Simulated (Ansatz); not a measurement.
Gas-phase electronic energies from Ansatz, PBE0-D4/def2-TZVP geometries. CBS: MP2 limit from def2 TZ/QZ plus the TZ coupled-cluster correction, frozen cores. This one scheme is used for every species, atoms too. DFT in def2-TZVPP. HSE06 is defined as in plane-wave codes. No spin–orbit coupling; open shells (•) take unrestricted orbitals. Spin–orbit coupling would lower the free atoms: a little for C. Each species was taken in one conformer, which may not be the lowest.

`C=CC1CC1` → 5 C• + 8 H•  (atomization)

`C=CC1CC1`:

Cartesian coordinates in Å:
```
C 1.065 0.280 -1.979
C 0.601 0.511 -0.757
C -0.217 -0.420 0.028
C -0.046 -0.473 1.524
C -1.282 0.123 0.945
H 1.665 1.013 -2.504
H 0.859 -0.652 -2.496
H 0.830 1.460 -0.273
H -0.441 -1.361 -0.462
H 0.686 0.194 1.963
H -0.113 -1.443 2.002
H -1.398 1.199 0.987
H -2.209 -0.432 1.020
```

| level | ΔE (kcal/mol) | difference from CCSD(T)/CBS |
| --- | --- | --- |
| BHLYP-D4 | 1267.5 | -28.9 |
| ωB97X-V | 1300.3 | 3.9 |
| ωB97M-V | 1302.7 | 6.3 |
| BLYP | 1283.1 | -13.3 |
| HSE06 | 1310.9 | 14.5 |
| LC-ωPBE | 1302.7 | 6.3 |
| MP2/def2-SVP | 1264.6 | -31.8 |
| HF/def2-TZVPP | 975.0 | -321.4 |
| CCSD/def2-TZVPP | 1251.1 | -45.3 |
| HF/def2-QZVPP | 976.1 | -320.3 |
| CCSD(T)/CBS | 1296.4 | 0 |

Largest T1 diagnostic among the species: 0.010.

The D4 term adds +8.5 kcal/mol with B3LYP and +4.5 kcal/mol with PBE0; it sums over pairs of atoms, weighted by their polarisabilities, and B3LYP, whose exchange is more repulsive, gets the larger term. From BLYP to BHLYP (50 % exact exchange), in def2-TZVPP and without D4, ΔE moves by −21.5 kcal/mol: exact exchange takes away binding that semilocal exchange gives to molecules. Leaving LDA and LC-ωPBE aside and taking each functional with its dispersion term where it has one, the values, not all of them listed here, spread over 65.1 kcal/mol, from BHLYP-D4 to PBE-D4. LDA lies +155.3 kcal/mol from PBE without D4, its usual overbinding.

B3LYP here is the variant with VWN-RPA as its local correlation; programs differ in this.

For atomizations the MP2-based limit and the directly extrapolated one differ by several kJ/mol either way, and by 10 to 25 for some Ge, Se and Sn compounds, so smaller differences from it don't rank the levels.
